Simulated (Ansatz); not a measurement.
## BiOCl (P4/nmm, No. 129): band gap by level of theory

No measured value is used here.

```
level (code)                   value (eV)  cell (Å³/atom)
------------------------  ---------------  --------------
LDA (Ansatz)                          ___           18.49
PBEsol (Ansatz)                      2.52           18.49
r²SCAN (Ansatz)                       ___           18.49
r²SCAN-D4 (Ansatz)                   3.01           18.73
r²SCAN+rVV10 (Ansatz)                2.99           18.57
HSE06 (Ansatz)                        ___           18.49
HSE06+SOC (Ansatz)        3.25 (indirect)           18.49
r²SCAN0 (Ansatz)                     4.58           18.49
G0W0@PBEsol+SOC (Ansatz)             3.44           18.49
```

Problem. What belongs in the gaps?

Solution. 
- LDA (Ansatz, a quantum-chemistry and plane-wave program), value (eV): 2.49
- r²SCAN (Ansatz), value (eV): 3.04
- HSE06 (Ansatz), value (eV): 3.60

Computed values are for a static lattice. Spin–orbit coupling is included only where a level's name says +SOC; with heavier elements it mostly lowers gaps and can invert bands.  r²SCAN-D4, r²SCAN+rVV10: the gap is read on the k mesh or supercell of the run alone and can be too large. G0W0@PBEsol+SOC: filled d or f shells below the valence bands can shift G0W0 gaps through exchange with them, which wasn't tested here. G0W0@PBEsol+SOC: spin–orbit coupling enters as the shift of the gap found with a semilocal functional. Values are at the measured cell; r²SCAN-D4 at the level's own equilibrium cell; r²SCAN+rVV10 at the level's own relaxed cell. Cutoffs and k meshes differ between the levels. Ansatz's density-functional and Hartree–Fock values are scalar-relativistic unless marked +SOC, with PAW data made under PBE.
